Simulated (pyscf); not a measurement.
## Insertion: S=Ge: [singlet] + H₂S -> S=GeH–SH

Gas phase, singlet surface, charge 0. Bonds broken: S3–H4. Bonds formed: Ge1–S3, Ge1–H4. Optimised with ωB97X-D3(BJ)/def2-SVP in PySCF. Correlated levels are frozen-core, on RHF or UHF. ΔMP2 is the change of the MP2 total energy from the triple- to the quadruple-zeta basis.

Transition state (Å):

```xyz
5

Ge     0.0045     1.3364    -0.8199
S      1.7047     1.6443    -1.8467
S      0.0664    -0.4862     0.8428
H     -1.1886     0.4482    -0.1885
H      0.5821    -1.3745    -0.0340
```

One imaginary mode, 1379i cm⁻¹; descent along it reached the two sides named, in the forms told below.

| bond | change | reactant side (Å) | saddle | product side |
|---|---|---|---|---|
| S3–H4 | breaks | 1.347 | 1.874 | 3.0 |
| Ge1–S3 | forms | 3.1 | 2.468 | 2.179 |
| Ge1–H4 | forms | 3.3 | 1.616 | 1.532 |

Electronic energies relative to the separated reactants (kcal/mol):

```tsv
level	barrier	reaction energy	reverse barrier
ωB97X-D3(BJ)/def2-TZVP	43.1	-13.1	56.2
PBE/def2-TZVP	32.8	-7.4	40.2
r²SCAN/def2-TZVP	34.4	-10.9	45.3
B3LYP-D3(BJ)/def2-TZVP	40.5	-5.6	46.1
PBE0-D3(BJ)/def2-TZVP	36.8	-11.2	48.0
M06-2X/def2-TZVP	42.5	-10.1	52.6
ωB97M-D3(BJ)/def2-TZVP	47.0	-5.0	52.0
HF/def2-TZVP	64.8	-3.8	68.6
MP2/def2-QZVPP	41.7	-8.3	50.0
CCSD/def2-TZVPP	48.9	-6.4	55.3
CCSD(T)/def2-TZVPP	44.4	-6.8	51.1
CCSD(T)/def2-TZVPP + ΔMP2(QZVPP)	44.2	-5.8	50.0
```

With CCSD(T)/def2-TZVPP + ΔMP2(QZVPP) energies and thermal terms (ideal gas, 1 atm, RRHO with modes under 100 cm⁻¹ raised to 100, one conformer, R ln 2 for rigid chiral ones), in kcal/mol:

| T (K) | ΔH‡ | ΔG‡ | ΔH | ΔG |
|---|---|---|---|---|
| 298 | 42.7 | 51.5 | -5.2 | +4.3 |
| 600 | 43.1 | 60.3 | -4.6 | +13.8 |
| 900 | 43.6 | 68.8 | -3.7 | +22.8 |
| 1200 | 44.1 | 77.1 | -2.8 | +31.5 |

On the reactant side the descent ends in a complex, 5.7 kcal/mol under the separated species and 48.8 kcal/mol under the saddle at ωB97X-D3(BJ)/def2-TZVP. The same reactants have a lower exit, to HS–Ge:–SH [singlet] (barrier +11.8 kcal/mol at ωB97M-D3(BJ), against +47.0 kcal/mol here). S=GeH–SH lies 14.0 kcal/mol over its isomer HS–Ge:–SH [singlet], and others may lie lower still (electronic energy, ωB97M-D3(BJ)). One saddle was located; it need not be the lowest between these sides. The CCSD(T) − MP2 part came from Ansatz, without density fitting, on the same reference. The frozen core leaves the outer d or s,p core shells of the metals and heavy elements correlated in the MP2 and CC values, and def2-TZVPP describes them poorly, which can shift differences by a few kcal/mol. Elements up to Kr have no core potential and no relativistic terms here.
